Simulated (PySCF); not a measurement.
Gas-phase reaction: SiCl2F2 + Cl ⇌ SiCl3 + F2

Computed with PySCF and rigid-rotor harmonic-oscillator thermochemistry at 1 bar. † marks an energy on the PBE0/def2-TZVP geometry and frequencies; other levels use their own. 6-31G* has spherical d functions here. Open shells (unrestricted): Cl (multiplicity 2), SiCl3 (multiplicity 2); the rest are closed-shell singlets. Spin-orbit splitting is ignored; it lowers the true energy and changes the entropy of Cl. B3LYP is the form with VWN-RPA correlation.

```csv
level,"ΔH°(298 K), kJ"
B3LYP/6-31G*,649
PBE/def2-SVP,___
PBE0/def2-SVP†,620
PBE0/def2-TZVP,___
ωB97M-V/def2-TZVP†,676
```

**Question.** Some entries are withheld; supply them.

**Answer.** 
- PBE/def2-SVP, ΔH°(298 K), kJ: 576
- PBE0/def2-TZVP, ΔH°(298 K), kJ: 649
